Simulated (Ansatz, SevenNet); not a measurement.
For wurtzite CdS, the machine-learned potential SevenNet-l3i5 (trained on PBE and PBE+U data) gives:

| Item | Value |
|---|---|
| lattice parameter a | 4.202 Å |
| c axis length | 6.862 Å |

Task: What does PBE0 (PAW; Ansatz, a first-principles code) give for the same quantities?

Result: 
- lattice constant a: 4.166 Å (shrinks by 0.9 %)
- lattice parameter c: 6.769 Å (decreases by 1.4 %)

For comparison: lattice constant a 4.136 Å (measured, temperature not stated, not corrected to a static lattice; as tabulated in Biswas et al. (2022), arXiv:2106.08875); lattice parameter c 6.714 Å (measured, temperature not stated, no zero-point or thermal correction; as tabulated in Biswas et al. (2022), arXiv:2106.08875).

Changes are worked out from the printed values.

Unless a cell is named, each level is at its own relaxed cell (SevenNet-l3i5 26.23, PBE0 25.43 Å³/atom).

Ansatz's density-functional and Hartree–Fock values are scalar-relativistic unless marked +SOC, with PAW data made under PBE.
